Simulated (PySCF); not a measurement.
# CH3FN2 (SMILES [H]/N=C(/N)F) at MP2/cc-pVDZ

Aim: the vertical singlet–triplet gap of CH3FN2 at MP2/cc-pVDZ, from 2 runs. 

The calculation is run with PySCF 2.14.0.

**1. Starting point**

CH3FN2 has 7 atoms, charge 0, and is taken as a singlet. SMILES: `[H]/N=C(/N)F`. Geometry: relaxed at PBE0-D4/def2-TZVP. This is one conformer, not always the lowest.

Bond lengths: N1–C2 1.252 Å, C2–N3 1.356 Å, C2–F4 1.350 Å, N1–H5 1.013 Å, N3–H6 1.005 Å, N3–H7 1.004 Å. Angles: N1–C2–N3 126.2°, N1–C2–F4 124.1°, N3–C2–F4 109.8°, C2–N1–H5 111.7°, C2–N3–H6 115.5°, C2–N3–H7 117.5°, H6–N3–H7 117.2°.

**2. The energy at MP2/cc-pVDZ**

Input file start.xyz:

```xyz
7

N     -0.840100     1.050100    -0.309600
C     -0.251200    -0.045500    -0.170400
N      0.778100    -0.298500     0.674700
F     -0.590100    -1.174800    -0.827900
H     -1.621000     0.976300    -0.951000
H      1.221200     0.511600     1.070800
H      1.364500    -1.087200     0.467700
```

Input file input.py:

```python
from pyscf import gto, scf, mp

molecule = gto.Mole()
molecule.atom = 'start.xyz'
molecule.basis = 'cc-pvdz'
molecule.spin = 0
molecule.charge = 0
molecule.verbose = 3
molecule.max_memory = 1860
molecule.build()

calc0 = scf.RHF(molecule)
calc0.conv_tol = 1e-10
calc0.kernel()
if not calc0.converged:
    calc0 = calc0.newton().run(calc0.mo_coeff, calc0.mo_occ)

pt = mp.MP2(calc0, frozen=4).run()
energy = pt.e_tot
print('Final energy', energy)
```

Run with:

```sh
$ OMP_NUM_THREADS=1 python input.py
```

Output:

```text
converged SCF energy = -247.969138094661
E(RMP2) = -248.613323383833  E_corr = -0.644185289171369
E(SCS-RMP2) = -248.593826644642  E_corr = -0.624688549980794
Final energy -248.61332338383252
```

It took 1.6 s on 1 thread of Arm Neoverse V1, shared host; peak memory 0.15 GiB.

**3. The triplet at the same level**

Input file run.py:

```python
from pyscf import gto, scf, mp

mol = gto.M(
    atom=[
    ('N', (-0.840100, 1.050100, -0.309600)),
    ('C', (-0.251200, -0.045500, -0.170400)),
    ('N', (0.778100, -0.298500, 0.674700)),
    ('F', (-0.590100, -1.174800, -0.827900)),
    ('H', (-1.621000, 0.976300, -0.951000)),
    ('H', (1.221200, 0.511600, 1.070800)),
    ('H', (1.364500, -1.087200, 0.467700)),
],
    verbose=3,
    charge=0,
    basis='cc-pvdz',
    spin=2,
    max_memory=1860,
)

mf = scf.UHF(mol)
mf.conv_tol = 1e-10
mf.kernel()
if not mf.converged:
    mf = mf.newton().run(mf.mo_coeff, mf.mo_occ)

pt = mp.MP2(mf, frozen=4).run()
e_tot = pt.e_tot
print('E(%s) = %.9f' % ('MP2', e_tot))
```

Run with:

```sh
$ OMP_NUM_THREADS=1 python run.py
```

Output:

```text
WARN: HOMO 0.126402675174555 >= LUMO -0.270023910112218

SCF not converged.
SCF energy = -247.725168913655 after 50 cycles  <S^2> = 2.1576635  2S+1 = 3.1033295
converged SCF energy = -247.78614283308  <S^2> = 2.0203197  2S+1 = 3.013516
E(UMP2) = -248.380139775117  E_corr = -0.593996942037295
E(SCS-UMP2) = -248.362062663745  E_corr = -0.575919830665787
E(MP2) = -248.380139775
```

It took 6.9 s on 1 thread of Arm Neoverse V1, shared host; peak memory 0.16 GiB.

**4. Summary of results**

At MP2/cc-pVDZ, 4 core orbitals frozen:

| quantity | value |
| --- | --- |
| singlet: total energy | -248.61332 Eh |
| singlet: dipole moment (Hartree–Fock density) | 2.14 D |
| singlet: HOMO energy (Hartree–Fock orbitals) | -10.49 eV |
| singlet: LUMO energy (Hartree–Fock orbitals) | 4.84 eV |
| singlet: HOMO–LUMO gap (Hartree–Fock orbitals) | 15.33 eV |
| singlet: correlation energy (4 core orbitals frozen) | -644.2 mEh |
| triplet: total energy | -248.38014 Eh |
| triplet: dipole moment (Hartree–Fock density) | 1.12 D |
| triplet: HOMO energy (Hartree–Fock orbitals) (highest over α and β) | -5.56 eV |
| triplet: LUMO energy (Hartree–Fock orbitals) (lowest over α and β) | 1.34 eV |
| triplet: correlation energy (4 core orbitals frozen) | -594.0 mEh |
| triplet: ⟨S²⟩ of the reference determinant | 2.020 |
| vertical energy of the triplet above the singlet | 6.345 eV |

At this shape the triplet lies 6.35 eV (612 kJ/mol) above the singlet. Mulliken charges (singlet) of the mean-field density run from -0.34 on N1 to +0.46 on C2.
